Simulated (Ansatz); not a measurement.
# F3Mn (MnF3): the cost of one run

Method: the settings change from run to run; program: Ansatz 0.2.0, Gaussian basis.

1 further run of the same task is left out (it didn't finish).

### 1 The geometry

An earlier r2SCAN-D4 in a triple-zeta def2 set relaxation fixed the geometry.

4 atoms, charge 0, spin multiplicity 5.

Atoms are counted from 1 here; the program's logs count them from 0.

Bond lengths: Mn1–F2 1.722 Å, Mn1–F3 1.747 Å, Mn1–F4 1.747 Å. Angles: F2–Mn1–F3 105.6°, F2–Mn1–F4 105.7°, F3–Mn1–F4 148.7°.

Geometry (Å):

```xyz
4

Mn   -0.1948    0.0030   -0.0009
F     1.5267   -0.0242    0.0073
F    -0.6391    1.6924   -0.0143
F    -0.6929   -1.6713    0.0080
```

### 2 PBE0/cc-pVTZ

Options: charge +1, multiplicity 2, D3(BJ) dispersion, relativity set to scalar.

in.yaml reads:

```yaml
crystal:
  periodic: [false, false, false]
  atoms:
    - {symbol: Mn, position_ang: [-0.194780, 0.003047, -0.000946]}
    - {symbol: F, position_ang: [1.526731, -0.024159, 0.007301]}
    - {symbol: F, position_ang: [-0.639085, 1.692443, -0.014335]}
    - {symbol: F, position_ang: [-0.692866, -1.671331, 0.007971]}
basis:
  gaussian: {orbitals: cc-pVTZ}
total_charge: 1
magnetization: {spin_polarized: true, initial_magnetization: 1}
hamiltonian: {xc: {name: PBE0}, dispersion: d3bj, pseudopotentials: {relativity: scalar}}
```

Launch:

```
$ ansatz run in.yaml --threads 2 --pin off --events-out ev --progress --plain --max-ram 4352MiB
```

What time and memory should one allow on 2 threads of Intel Xeon 6975P-C, shared host?

About 31 s, with a peak of 0.69 GiB.
